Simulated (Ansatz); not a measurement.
# BHSCl (SMILES S[B]Cl): methods side by side

BHSCl: 4 atoms, total charge 0, spin state doublet. SMILES: `S[B]Cl`. Geometry: relaxed at PBE0-D4/def2-TZVP.

Quantity: the vertical energy of the quartet above the doublet, in eV. The values are calculated.

```json
{"level": "U-revPBE/STO-3G", "kind": "GGA", "program": "Ansatz", "value (eV)": "5.70", "less FCI/STO-3G": "+0.18", "CPU time (all runs)": "4.2 s"}
{"level": "UBLYP/STO-3G", "kind": "GGA", "program": "Ansatz", "value (eV)": "5.75", "less FCI/STO-3G": "+0.23", "CPU time (all runs)": "4.4 s"}
{"level": "U-r2SCAN/STO-3G", "kind": "meta-GGA", "program": "Ansatz", "value (eV)": "5.57", "less FCI/STO-3G": "+0.05", "CPU time (all runs)": "13 s"}
{"level": "U-r2SCAN0/STO-3G", "kind": "hybrid meta-GGA", "program": "Ansatz", "value (eV)": "5.51", "less FCI/STO-3G": "-0.01", "CPU time (all runs)": "11 s"}
{"level": "UHSE06/STO-3G", "kind": "range-separated hybrid", "program": "Ansatz", "value (eV)": "5.67", "less FCI/STO-3G": "+0.15", "CPU time (all runs)": "5.7 s"}
{"level": "UB2PLYP/STO-3G", "kind": "double hybrid", "program": "Ansatz", "value (eV)": "5.73", "less FCI/STO-3G": "+0.21", "CPU time (all runs)": "4.9 s"}
{"level": "RPA@PBE/STO-3G", "kind": "RPA", "program": "Ansatz", "value (eV)": "5.58", "less FCI/STO-3G": "+0.06", "CPU time (all runs)": "5.2 s"}
{"level": "UBCCD(T)/STO-3G", "kind": "coupled cluster or CI", "program": "Ansatz", "value (eV)": "5.51", "less FCI/STO-3G": "-0.01", "CPU time (all runs)": "0.82 s"}
{"level": "UCCSD/STO-3G", "kind": "coupled cluster or CI", "program": "Ansatz", "value (eV)": "5.45", "less FCI/STO-3G": "-0.07", "CPU time (all runs)": "0.66 s"}
{"level": "FCI/STO-3G", "kind": "exact in the basis", "program": "Ansatz", "value (eV)": "5.52", "less FCI/STO-3G": "0.00", "CPU time (all runs)": "9.5 s"}
```

FCI/STO-3G is exact within its basis and frozen core, so for wave-function methods in that basis the difference is their error; functionals converge differently with the basis, so for them it is only a difference. The values span 5.45 to 5.75 eV. All rows use very small basis sets, so even the best lies far from the true value. CPU times are rough (shared hosts, several kinds of processor): they show what a rung costs within a factor of a few.
